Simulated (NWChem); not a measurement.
Everything below was run with NWChem. System: dimethylamine (C₂H₇N), charge 0, spin multiplicity 1, at a geometry optimised with PBE0/def2-SVP. Level: PBE/def2-SVP.

Input file:

```
start mol
memory heap 200 mb stack 900 mb global 1100 mb
geometry units angstroms nocenter noautoz noautosym
  C     -0.216736     0.018376    -1.207261
  N      0.551446    -0.140009     0.000000
  C     -0.216736     0.018376     1.207261
  H     -0.762440     0.986117    -1.288612
  H     -0.973296    -0.781514    -1.278617
  H      0.436073    -0.075382    -2.088620
  H      1.340029     0.501099     0.000000
  H     -0.762440     0.986117     1.288612
  H      0.436073    -0.075382     2.088620
  H     -0.973296    -0.781514     1.278617
end
basis spherical
  * library def2-svp
end
dft
  xc xpbe96 cpbe96
  semidirect memsize 60000000 filesize 0
  iterations 100
end
task dft energy
```

Part of the output:

```
             Northwest Computational Chemistry Package (NWChem) 7.3.0
             --------------------------------------------------------

                                NWChem Input Module
                                -------------------

 Scaling coordinates for geometry "geometry" by  1.889725989
 (inverse scale =  0.529177249)

                             Geometry "geometry" -> ""
                             -------------------------

 Output coordinates in angstroms (scale by  1.889725989 to convert to a.u.)

  No.       Tag          Charge          X              Y              Z
 ---- ---------------- ---------- -------------- -------------- --------------
    1 C                    6.0000    -0.21673600     0.01837600    -1.20726100
    2 N                    7.0000     0.55144600    -0.14000900     0.00000000
    3 C                    6.0000    -0.21673600     0.01837600     1.20726100
    4 H                    1.0000    -0.76244000     0.98611700    -1.28861200
    5 H                    1.0000    -0.97329600    -0.78151400    -1.27861700
    6 H                    1.0000     0.43607300    -0.07538200    -2.08862000
    7 H                    1.0000     1.34002900     0.50109900     0.00000000
    8 H                    1.0000    -0.76244000     0.98611700     1.28861200
    9 H                    1.0000     0.43607300    -0.07538200     2.08862000
   10 H                    1.0000    -0.97329600    -0.78151400     1.27861700

 Effective nuclear repulsion energy (a.u.)      84.2929080680

            Nuclear Dipole moment (a.u.)
            ----------------------------
        X                 Y               Z
 ---------------- ---------------- ----------------
    -0.0000132281    -0.0000188973     0.0000000000


 Summary of "ao basis" -> "" (spherical)
 ------------------------------------------------------------------------------
       Tag                 Description            Shells   Functions and Types
 ---------------- ------------------------------  ------  ---------------------
 *                          def2-svp                  on all atoms

  pbe96 is a nonlocal functional; adding pw91lda local functional.

                                 NWChem DFT Module
                                 -----------------

 Summary of "ao basis" -> "ao basis" (spherical)
 ------------------------------------------------------------------------------
       Tag                 Description            Shells   Functions and Types
 ---------------- ------------------------------  ------  ---------------------
 C                          def2-svp                 6       14   3s2p1d
 N                          def2-svp                 6       14   3s2p1d
 H                          def2-svp                 3        5   2s1p

 Summary of "ao basis" -> "ao basis" (spherical)
 ------------------------------------------------------------------------------
       Tag                 Description            Shells   Functions and Types
 ---------------- ------------------------------  ------  ---------------------
 C                          def2-svp                 6       14   3s2p1d
 N                          def2-svp                 6       14   3s2p1d
 H                          def2-svp                 3        5   2s1p

            General Information
            -------------------
          SCF calculation type: DFT
          Wavefunction type:  closed shell.
          No. of atoms     :    10
          No. of electrons :    26
[...]
   time(s): 0.00e+00  0.00e+00  0.00e+00  0.00e+00  0.00e+00
rate(mb/s): 0.00e+00  0.00e+00
------------------------------------------------------------

   convergence    iter        energy       DeltaE   RMS-Dens  Diis-err    time
 ---------------- ----- ----------------- --------- --------- ---------  ------
 d= 0,ls=0.0,diis     1   -134.8402893820 -2.19D+02  1.09D-02  2.95D-01     1.6
 d= 0,ls=0.0,diis     2   -134.8565253633 -1.62D-02  5.47D-03  1.48D-01     2.2
 d= 0,ls=0.0,diis     3   -134.8649972358 -8.47D-03  2.28D-03  7.64D-02     2.8
 d= 0,ls=0.0,diis     4   -134.8728075875 -7.81D-03  4.40D-04  1.04D-03     3.4
 d= 0,ls=0.0,diis     5   -134.8729176694 -1.10D-04  1.22D-04  1.19D-04     4.0
  Resetting Diis
 d= 0,ls=0.0,diis     6   -134.8729329339 -1.53D-05  2.23D-05  3.88D-06     4.5
 d= 0,ls=0.0,diis     7   -134.8729334379 -5.04D-07  5.65D-06  6.71D-08     5.1

         Total DFT energy =     -134.872933437851
      One electron energy =     -347.679154763870
           Coulomb energy =      148.674040786759
    Exchange-Corr. energy =      -20.160727528735
 Nuclear repulsion energy =       84.292908067995

 Numeric. integr. density =       25.999994025177

     Total iterative time =      4.9s

                       DFT Final Molecular Orbital Analysis
                       ------------------------------------

 Vector   11  Occ=2.000000D+00  E=-3.155231D-01
              MO Center= -4.6D-02, -1.6D-01, -1.9D-04, r^2= 2.9D+00
   Bfn.  Coefficient  Atom+Function         Bfn.  Coefficient  Atom+Function
  ----- ------------  ---------------      ----- ------------  ---------------
     4      0.265109   1 C  px               18      0.266003   2 N  px
    32      0.265072   3 C  px               58     -0.262965   7 H  s
    48     -0.226369   5 H  s                73     -0.226359  10 H  s
    53      0.160536   6 H  s                68      0.160457   9 H  s
    59     -0.128998   7 H  s                49     -0.127124   5 H  s

 Vector   12  Occ=2.000000D+00  E=-3.148373D-01
              MO Center=  3.8D-02,  2.2D-02,  2.1D-04, r^2= 3.4D+00
   Bfn.  Coefficient  Atom+Function         Bfn.  Coefficient  Atom+Function
  ----- ------------  ---------------      ----- ------------  ---------------
     6      0.296316   1 C  pz               34      0.296316   3 C  pz
    53     -0.284005   6 H  s                68      0.284052   9 H  s
    20      0.205062   2 N  pz               54     -0.154439   6 H  s
    69      0.154460   9 H  s                 4     -0.139446   1 C  px
    32      0.139521   3 C  px               43      0.118202   4 H  s

 Vector   13  Occ=2.000000D+00  E=-1.698007D-01
              MO Center=  3.2D-01, -1.1D-01,  4.4D-07, r^2= 1.9D+00
   Bfn.  Coefficient  Atom+Function         Bfn.  Coefficient  Atom+Function
  ----- ------------  ---------------      ----- ------------  ---------------
    19      0.496388   2 N  py               22     -0.391245   2 N  py
    17      0.223704   2 N  s                44      0.202811   4 H  s
    64      0.202811   8 H  s                43      0.187872   4 H  s
    63      0.187872   8 H  s                18     -0.184051   2 N  px
    21      0.175520   2 N  px               16      0.150099   2 N  s

 Vector   14  Occ=0.000000D+00  E= 3.668341D-02
              MO Center=  3.0D-01,  4.0D-01, -5.4D-06, r^2= 5.9D+00
   Bfn.  Coefficient  Atom+Function         Bfn.  Coefficient  Atom+Function
  ----- ------------  ---------------      ----- ------------  ---------------
     3      1.216945   1 C  s                31      1.216940   3 C  s
    59     -0.821489   7 H  s                17      0.686140   2 N  s
    54     -0.680803   6 H  s                69     -0.680799   9 H  s
    44     -0.633182   4 H  s                64     -0.633179   8 H  s
    49     -0.496908   5 H  s                74     -0.496905  10 H  s

 Vector   15  Occ=0.000000D+00  E= 7.340801D-02
              MO Center= -1.7D-01, -1.3D-01, -6.4D-06, r^2= 6.0D+00
   Bfn.  Coefficient  Atom+Function         Bfn.  Coefficient  Atom+Function
  ----- ------------  ---------------      ----- ------------  ---------------
    49     -1.011825   5 H  s                74     -1.011817  10 H  s
    59      1.006519   7 H  s                 3      0.998561   1 C  s
    31      0.998548   3 C  s                17     -0.883825   2 N  s
    44     -0.538445   4 H  s                64     -0.538439   8 H  s
     7     -0.424317   1 C  px               35     -0.424315   3 C  px

 Vector   16  Occ=0.000000D+00  E= 8.631735D-02
              MO Center= -2.8D-01,  7.5D-02,  7.9D-07, r^2= 7.9D+00
   Bfn.  Coefficient  Atom+Function         Bfn.  Coefficient  Atom+Function
  ----- ------------  ---------------      ----- ------------  ---------------
     3      1.997789   1 C  s                31     -1.997795   3 C  s
    54     -1.052129   6 H  s                69      1.052122   9 H  s
    44     -0.865606   4 H  s                64      0.865613   8 H  s
    49     -0.820651   5 H  s                74      0.820661  10 H  s
    23      0.255041   2 N  pz                9     -0.249125   1 C  pz

 center of mass
 --------------
 x =   0.05247205 y =  -0.03162475 z =   0.00000000

 moments of inertia (a.u.)
 ------------------
         193.338964752986           1.884055727613          -0.000000000000
           1.884055727613         217.977193616536           0.000000000000
          -0.000000000000           0.000000000000          51.247359128613

     Multipole analysis of the density
     ---------------------------------

     L   x y z        total         alpha         beta         nuclear
     -   - - -        -----         -----         ----         -------
     0   0 0 0     -0.000000    -13.000000    -13.000000     26.000000

     1   1 0 0      0.024135      0.012074      0.012074     -0.000013
     1   0 1 0      0.325152      0.162586      0.162586     -0.000019
     1   0 0 1      0.000002      0.000001      0.000001      0.000000

     2   2 0 0    -15.063629    -21.683192    -21.683192     28.302754
     2   1 1 0      1.406930      0.640833      0.640833      0.125263
     2   1 0 1      0.000001      0.000001      0.000001      0.000000
     2   0 2 0    -16.160637    -14.454877    -14.454877     12.749116
     2   0 1 1      0.000000      0.000000      0.000000      0.000000
     2   0 0 2    -14.812530    -65.980971    -65.980971    117.149412

 Task  times  cpu:        5.1s     wall:        5.1s

 Total times  cpu:        5.2s     wall:        5.2s
```
